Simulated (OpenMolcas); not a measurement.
## A ladder of methods for CH4Si (SMILES C[SiH])

CH4Si has 6 atoms, charge 0, and is taken as a singlet. As SMILES, `C[SiH]`. The shape is that of a PBE0-D4/def2-TZVP optimisation.

Each level gives the electronic atomisation energy (eV). The values are calculated. Electronic energies at fixed atoms, without zero-point motion or spin-orbit coupling.

| level | kind | program | value (eV) | CPU time (all runs) |
| --- | --- | --- | --- | --- |
| HF/def2-TZVP | Hartree–Fock | OpenMolcas | 14.83 | 19 s |
| SVWN5/def2-TZVP | LDA | OpenMolcas | 22.15 | 43 s |
| BLYP/def2-TZVP | GGA | OpenMolcas | 19.58 | 56 s |
| PBE/def2-TZVP | GGA | OpenMolcas | 19.84 | 56 s |
| revPBE/def2-TZVP | GGA | OpenMolcas | 19.32 | 60 s |
| M06-L/def2-TZVP | meta-GGA | OpenMolcas | 19.86 | 87 s |
| TPSS/def2-TZVP | meta-GGA | OpenMolcas | 20.02 | 77 s |
| M06-2X/def2-TZVP | hybrid meta-GGA | OpenMolcas | 19.85 | 62 s |

The values span 14.83 to 22.15 eV. CPU times are rough (shared hosts, several kinds of processor): they show what a rung costs within a factor of a few.
